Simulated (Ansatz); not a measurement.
Steps of a relaxation of `FC(F)C(F)F` with RKS PBE-D4/def2-SVP.

```sh
$ ansatz run in.yaml --threads 4 --pin off --events-out ev --progress --plain --max-ram 10444MiB
```

```yaml
crystal:
  periodic: [false, false, false]
  atoms:
    - {symbol: F, position_ang: [-1.372500, -1.056500, 0.396800]}
    - {symbol: C, position_ang: [-0.541600, 0.005800, 0.541600]}
    - {symbol: F, position_ang: [-1.273100, 1.163100, 0.384900]}
    - {symbol: C, position_ang: [0.655000, -0.077900, -0.482600]}
    - {symbol: F, position_ang: [1.523700, 0.857500, -0.269600]}
    - {symbol: F, position_ang: [0.118100, 0.124800, -1.741300]}
    - {symbol: H, position_ang: [-0.119700, -0.021800, 1.566700]}
    - {symbol: H, position_ang: [1.102100, -1.052000, -0.452200]}
basis:
  gaussian: {orbitals: def2-SVP}
hamiltonian: {xc: pbe, dispersion: d4}
relax: {f_tol: 0.03, max_steps: 200}
```

Positions (Å) and forces (eV/Å) along the path, 4 of 4 steps:

```xyz
8
step=1 energy=-12950.9073 eV
F    -1.373   -1.056    0.397    0.117   -0.021   -0.267
C    -0.542    0.006    0.542    0.298    0.451   -0.049
F    -1.273    1.163    0.385    0.633   -0.668   -0.094
C     0.655   -0.078   -0.483   -3.619   -0.001   -0.928
F     1.524    0.858   -0.270    1.778    1.787    0.783
F     0.118    0.125   -1.741    0.147   -0.287    0.183
H    -0.120   -0.022    1.567    0.005    0.136    0.286
H     1.102   -1.052   -0.452    0.640   -1.398    0.086
8
step=2 energy=-12951.0495 eV
F    -1.350   -1.060    0.373   -0.008   -0.080    0.006
C    -0.526    0.003    0.557    0.106    0.425   -0.508
F    -1.239    1.154    0.365    0.173   -0.251    0.110
C     0.623   -0.069   -0.491   -1.536   -0.495   -0.430
F     1.518    0.877   -0.250    0.846    0.847    0.319
F     0.107    0.120   -1.754    0.111   -0.097    0.499
H    -0.125   -0.011    1.596    0.025    0.013    0.016
H     1.083   -1.071   -0.452    0.283   -0.362   -0.012
8
step=3 energy=-12951.0896 eV
F    -1.347   -1.062    0.376   -0.102   -0.072   -0.038
C    -0.526    0.009    0.538    0.044    0.066    0.250
F    -1.234    1.152    0.363   -0.032    0.007   -0.048
C     0.601   -0.079   -0.491    0.018   -0.038   -0.194
F     1.520    0.889   -0.223    0.031   -0.002    0.026
F     0.098    0.119   -1.735    0.006    0.016   -0.057
H    -0.108   -0.003    1.572    0.001   -0.005    0.025
H     1.089   -1.082   -0.455    0.034    0.029    0.036
8
step=4 energy=-12951.0913 eV
F    -1.355   -1.060    0.378    0.001   -0.004   -0.001
C    -0.526    0.009    0.543    0.006    0.012    0.012
F    -1.234    1.151    0.363   -0.004    0.005   -0.006
C     0.601   -0.080   -0.496   -0.003   -0.016   -0.008
F     1.520    0.888   -0.224    0.001    0.001    0.004
F     0.101    0.119   -1.740   -0.005    0.005   -0.006
H    -0.109   -0.005    1.577   -0.002   -0.006    0.001
H     1.095   -1.079   -0.455    0.007    0.002    0.003
```

Run time 3.5 s (4 threads of an Arm Neoverse V2 on a shared host); peak host memory 0.13 GiB.
